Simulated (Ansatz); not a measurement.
Ideal-gas functions of C3H5N (`C#CNC`) at 500 K and 1 bar, from an Ansatz frequency run at PBE0-D4/def2-TZVP.

Molar mass 55.08 g/mol, point group C1 (symmetry number 1), electronic degeneracy 1, moments of inertia 14.233, 104.792, 115.3 u Å². Harmonic wavenumbers (cm⁻¹, unscaled): 168, 211, 402, 439, 528, 633, 703, 950, 1138, 1182, 1209, 1451, 1465, 1484, 1514, 2252, 3024, 3111, 3151, 3496, 3601.

Use S(trans) = R[1.5 ln M + 2.5 ln T − 1.1517]; rotational temperatures θ = 24.2544 K / I; S(rot) = R[ln(√π/σ · √(T³/θAθBθC)) + 1.5]; for each mode x = 1.438777 ν̃/T, S = R[x/(eˣ − 1) − ln(1 − e⁻ˣ)] and H = RT x/(eˣ − 1); 1 cm⁻¹ = 0.0119627 kJ/mol; R = 8.31446 J/(mol·K).

**Question.** By hand: the entropy, in J/(mol·K).

**Answer.** Translation 169.6. Rotation: θ = 1.7041, 0.2315, 0.2104 K, giving 105.1. Vibration, mode by mode: 14.44, 12.59, 7.55, 6.90, 5.59, 4.39, 3.74, 2.14, 1.39, 1.26, 1.18, 0.67, 0.65, 0.62, 0.58, 0.10, 0.01, 0.01, 0.01, 0.00, 0.00, in all 63.8. Electronic 0.0. Sum 338.5 J/(mol·K).

**Question.** By hand: H − E and G − E in kJ/mol, counted from the electronic energy.

**Answer.** Zero-point energy ½ × 32112 × 0.0119627 = 192.1; thermal vibration 18.4; translation, rotation and pV give 4 RT = 16.6. H − E = 227.1 kJ/mol, and G − E = 227.1 − 500 × 338.5/1000 = 57.8 kJ/mol.

Vibration gives 19 % of the entropy. The sum counts one conformer and one mirror image; others add a mixing term.
